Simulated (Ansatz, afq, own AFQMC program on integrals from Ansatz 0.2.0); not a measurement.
Integrals from Ansatz 0.2.0, then the random walk in our own AFQMC program (afq).

```yaml
crystal:
  periodic: [false, false, false]
  atoms:
    - {symbol: Hf, position_ang: [0.000000, 0.000000, 0.000000]}
    - {symbol: B, position_ang: [0.000000, 0.000000, 2.136000]}
basis:
  gaussian: {orbitals: def2-TZVP}
magnetization: {spin_polarized: true, initial_magnetization: 5}
correlation: {method: ccsd_t, electrons: outside_noble_gas, hamiltonian_folder: ham}
```

```sh
$ ansatz run in.yaml --threads 1 --pin off --events-out ev --progress --plain --max-ram 24576MiB --backend cuda --devices 0, --max-vram 18GiB
```

afq runs on the folder ham with

```
--method phaseless --trial cisd --walkers 4000 --populations 20 --least-time 60 --time-step 0.005 --steps-per-block 50 --equilibration-blocks 40 --max-blocks 4000 --target-error 0.00016 --factor-cut 1e-05 --start spin_pure --seed 9263 --release-times 0.24,0.5,1,1.5 --release-step 0.02 --release-every 3 --taylor-order 6
```

Times are imaginary, in 1/Eh. The walk had a cap of 240 s. With eight or more populations the least sampling time is a fifth of least-time, and the error comes from their spread. Core potentials past Kr, no spin–orbit coupling.

afq prints:

```
orbitals 66  electrons 6 1  factors 502 of 558
reference energy -71.95707627 Eh
CCSD correlation -0.12911144 Eh in 15 cycles, weight of the determinant in the CISD state 0.8722
energy of the start -72.086132 Eh
 block  time / (1/Eh)  mean weight  energy / Eh
     1     0.250  1.0001  -72.085965
     2     0.500  0.9999  -72.087035
     3     0.750  0.9999  -72.088341
     4     1.000  1.0000  -72.089628
     5     1.250  0.9999  -72.090662
     8     2.000  1.0000  -72.092748
    13     3.250  1.0000  -72.093876
    22     5.500  0.9998  -72.095388
    31     7.750  0.9998  -72.094429
    40    10.000  0.9995  -72.094319
    49    12.250  1.0002  -72.095123
    58    14.500  1.0003  -72.094237
    67    16.750  0.9995  -72.095573
    70    17.500  1.0002  -72.092761
    76    19.000  0.9998  -72.097024
    85    21.250  1.0001  -72.094692
    94    23.500  0.9999  -72.093786
   103    25.750  0.9999  -72.093901
   112    28.000  0.9999  -72.093266
   121    30.250  0.9996  -72.093415
   130    32.500  0.9998  -72.093502
   136    34.000  1.0000  -72.093095
error from the spread of 20 populations
released: time / (1/Eh)  energy / Eh  error  mean overlap
  0.24  -72.094879  0.000345  1.0018
  0.50  -72.095035  0.000167  1.0027
  1.00  -72.096100  0.000539  1.0004
  1.50  -72.093578  0.002360  0.9996
energy -72.094123 +/- 0.000107 Eh
(rows thinned)
```

The time cap ended the run before it passed its tests. The second half of the sampling lies above the first by 3.9 errors of their difference, so the energy may still be moving and its error bar be too small.

Against this walk (error 2.9 meV) on the same determinant: CCSD(T) 19.3 meV lower, CCSDT(Q) 74.8 meV lower. The error is statistical and leaves out the bias of the constraint. The released energies get too noisy after the second time (errors over twice the walk's own, or jumping) (meV from the phaseless value at times in 1/Eh: -21 ± 9 at 0.24, -25 ± 5 at 0.50, -54 ± 15 at 1.00, 15 ± 64 at 1.50), so they give no level; they do show a bias of the constraint, and the last of them that isn't too noisy lies 50 meV above CCSDT(Q). CCSDT(Q) is the surest value here, so the walk's 75 meV above it is most likely the bias of the constraint with this trial, which can have either sign.

Cautions: constraint bias not in the error; halves of the run differ; no spin-orbit coupling; outer-core shells of the metal frozen; another spin lies lower; raised T1 diagnostic (T1 0.047, weight of the determinant 0.87, largest double 0.05); (T) is large, 7 % of the CCSD correlation; CCSDT(Q) on the ROHF determinant differs (71 meV higher), by its state or its frozen core.

The walk took 4 min on 1 × NVIDIA H100 80GB HBM3 with 2 threads of AMD EPYC 7R13 Processor (Zen 3), on a shared host (the card was shared). The log's last line is the phaseless energy.

CCSDT and higher add their correlation energy to the determinant of the CCSD(T) run, since their own runs factorise the integrals more tightly (a shift of under 2 meV). A walk keeps the symmetry of its determinant, which the program's search chose and which needn't be the lowest solution, so a lower state of the same spin and another symmetry isn't excluded.
